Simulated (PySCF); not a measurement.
Gas-phase reaction: 2 N + 2 Si + 3 H3SiNH2 = 5 HSiNH2

Energies from PySCF, thermal terms from the rigid-rotor harmonic-oscillator model, ideal gas at 1 bar. † marks an energy on the PBE0/def2-TZVP geometry and frequencies; other levels use their own. CCSD(T) freezes the core. Open shells (unrestricted): N (multiplicity 4), Si (multiplicity 3); the rest are closed-shell singlets. Spin-orbit splitting is ignored; it lowers the true energy and changes the entropy of Si. H3SiNH2, HSiNH2: computed as isolated molecules; such fragments, hydroxides, amides, oligomers or adducts are transient or little studied in the gas. CCSD(T) isn't extrapolated to the basis-set limit.

```json
[
 {"level": "BLYP/def2-TZVP†", "ΔH°(298 K), kJ": "-1241"},
 {"level": "CCSD(T)/def2-TZVPP†", "ΔH°(298 K), kJ": "…"},
 {"level": "PBE/def2-TZVP†", "ΔH°(298 K), kJ": "-1265"},
 {"level": "PBE0/def2-TZVP", "ΔH°(298 K), kJ": "…"},
 {"level": "ωB97M-V/def2-TZVP†", "ΔH°(298 K), kJ": "-1206"}
]
```

Question: Complete the blanks.

Answer: 
- CCSD(T)/def2-TZVPP†, ΔH°(298 K), kJ: -1073
- PBE0/def2-TZVP, ΔH°(298 K), kJ: -1144
